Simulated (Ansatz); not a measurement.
Basis-set extrapolation for ClH2OSi, SMILES `O[SiH]Cl` radical (PBE0-D4/def2-TZVP geometry, frozen core, the Gaussian-basis code of Ansatz). Multiplicity 2, UHF reference.

```
                      def2-TZVPP   def2-QZVPP
                 HF  -824.581583  -824.607574
    MP2 correlation    -0.528500    -0.576717
CCSD(T) correlation    -0.578721      not run
```

Energies in hartree. Use E(X) = E(∞) + A·exp(−7.88·√X) for Hartree–Fock and E(X) = E(∞) + B·X^(−2.97) for correlation, with X = 3 and 4, and add CCSD(T) minus MP2 of the smaller set to the MP2 limit.

Question: What is the CCSD(T) energy at the basis-set limit?

Answer: HF limit: -824.607574 + (-0.025991) × 0.13774 = -824.61115. MP2 limit: -0.576717 + (-0.048217) × 0.74074 = -0.61243. Higher-order term: -0.578721 − (-0.528500) = -0.05022. Total: -825.27380 hartree, 71.2 kcal/mol below CCSD(T)/def2-TZVPP.
